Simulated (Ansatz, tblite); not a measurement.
# SeH2 (H₂Se): removing an electron

The task here is to estimate one member of a computed series from the others.

Method: as each input shows; program: Ansatz 0.2.0, Gaussian basis.

Plan: charge +1 doublet, at the geometry of the singlet (PBE0-D4/def2-TZVP, PBE-D4/def2-TZVP, r2SCAN-D4/def2-TZVP, ωB97M-V/def2-TZVP, revPBE-D4/def2-TZVP, HF/def2-TZVP, PBE-QIDH/def2-TZVP, B97M-V/def2-TZVP, CCSD(T)/def2-TZVPP); the starting singlet's energies come from earlier runs.

## The geometry

The geometry is that of the singlet, from an earlier relaxation (PBE-D4/def2-TZVP).

3 atoms, charge 0, spin multiplicity 1.

Atoms are counted from 1 here; the program's logs count them from 0.

Bond lengths: Se1–H2 1.479 Å, Se1–H3 1.480 Å. Angles: H2–Se1–H3 90.4°.

The first run:

The input, in.yaml:

```yaml
crystal:
  periodic: [false, false, false]
  atoms:
    - {symbol: Se, position_ang: [0.005058, -0.008076, -0.694705]}
    - {symbol: H, position_ang: [1.047370, -0.017263, 0.355216]}
    - {symbol: H, position_ang: [-1.052427, 0.025339, 0.339489]}
basis:
  gaussian: {orbitals: def2-TZVP}
total_charge: 1
magnetization: {spin_polarized: true, initial_magnetization: 1}
hamiltonian: {xc: pbe0, dispersion: d4}
output: {orbitals: {seedname: orbitals}}
```

The run is started by

```
ansatz run in.yaml --threads 2 --pin off --events-out ev --progress --plain --max-ram 4352MiB
```

Among the steps run: Charge +1 doublet at the fixed geometry, PBE0-D4/def2-TZVP; Charge +1 doublet at the fixed geometry, PBE-D4/def2-TZVP; Charge +1 doublet at the fixed geometry, r2SCAN-D4/def2-TZVP; Charge +1 doublet at the fixed geometry, ωB97M-V/def2-TZVP; Charge +1 doublet at the fixed geometry, revPBE-D4/def2-TZVP; Charge +1 doublet at the fixed geometry, HF/def2-TZVP; Charge +1 doublet at the fixed geometry, PBE-QIDH/def2-TZVP; Charge +1 doublet at the fixed geometry, B97M-V/def2-TZVP; Charge +1 doublet at the fixed geometry, CCSD(T)/def2-TZVPP.

One table of the session follows, with a row left open; its other results are not shown here.

Beside −ε(HOMO) of the starting state:

```
              level  −ε(HOMO) (eV)  by difference (eV)  mismatch (eV)
   PBE-D4/def2-TZVP           5.91                9.77          -3.86
revPBE-D4/def2-TZVP           5.87                9.72          -3.85
r2SCAN-D4/def2-TZVP           6.19                9.78          -3.59
   B97M-V/def2-TZVP              ?                   ?              ?
  PBE0-D4/def2-TZVP           7.10                9.77          -2.67
  ωB97M-V/def2-TZVP           9.31                9.77          -0.46
```

Q: Estimate the row for B97M-V/def2-TZVP from the others.

**Answer.** −ε(HOMO) (eV): 6.25; by difference (eV): 9.77; mismatch (eV): -3.52. In the column «−ε(HOMO) (eV)» it lies between r2SCAN-D4/def2-TZVP (6.19) and PBE0-D4/def2-TZVP (7.10).
